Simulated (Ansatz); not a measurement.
# H4O2Si: the cost of one run

Computed with Ansatz 0.2.0 through its Python package. Level of theory: r2SCAN+D3(BJ)/aug-cc-pVDZ.

## Step 1: Starting point

Bond lengths: O1–Si2 1.622 Å, Si2–O3 1.633 Å, O1–H4 0.952 Å, Si2–H5 1.486 Å, Si2–H6 1.485 Å, O3–H7 0.994 Å. Angles: O1–Si2–O3 105.0°, O1–Si2–H5 110.7°, O1–Si2–H6 110.1°, O3–Si2–H5 108.9°, O3–Si2–H6 110.1°, H5–Si2–H6 111.9°, Si2–O1–H4 111.9°, Si2–O3–H7 115.7°.

No structure file is read: the coordinates are typed or built in the script.

## Step 2: The script

Input file h4o2si_tae.py:

```python
from collections import Counter

import ansatz

BASIS_SET = "aug-cc-pVDZ"
XC = "r2SCAN"
VDW = "d3bj"


def single_point(molecule, charge=0, unpaired=0):
    calc = (
        molecule.calculation()
        .basis(gaussian=BASIS_SET)
        .functional(XC, dispersion=VDW)
    )
    if charge:
        calc = calc.charge(charge)
    if unpaired:
        calc = calc.spin("collinear", total=unpaired)
    report = calc.run().report
    if report["published_state_doubts"]:
        print("  doubts:", report["published_state_doubts"])
    return report["free_energy_ev"]


def main() -> None:
    geometry_ang = [
        ("O", [-1.3544, -0.2124, 0.2622]),
        ("Si", [0.1112, 0.4382, 0.0191]),
        ("O", [1.0853, -0.8271, -0.3227]),
        ("H", [-1.7448, -0.52, -0.5497]),
        ("H", [0.0897, 1.3578, -1.1486]),
        ("H", [0.5771, 1.1216, 1.2529]),
        ("H", [1.2972, -1.4262, 0.4411]),
    ]
    mol = ansatz.Crystal.molecule()
    for symbol, xyz in geometry_ang:
        mol = mol.atom(symbol, xyz)

    unpaired = {"O": 2, "Si": 2, "H": 1}
    counts = Counter(site.symbol for site in mol.cartesian_sites)
    atom_energy = {s: single_point(ansatz.Crystal.molecule().atom(s, (0, 0, 0)), 0, unpaired[s]) for s in counts}
    whole = single_point(mol, 0, 0)
    for s, e in atom_energy.items():
        print(f"{s:2s} x{counts[s]}  {e:14.5f} eV")
    print(f"H4O2Si: {whole:.5f} eV")
    split = sum(counts[s] * e for s, e in atom_energy.items()) - whole
    print(f"atomisation energy (no zero-point term): {96.485332 * split:.1f} kJ/mol, {split / sum(counts.values()):.3f} eV an atom")


if __name__ == "__main__":
    main()
```

## Step 3: Running it

The run is started by

```bash
$ python h4o2si_tae.py
```

What time and memory should one allow on 1 thread of Intel Xeon 6975P-C (Granite Rapids), shared host?

About 4.8 s, with a peak of 0.21 GiB.
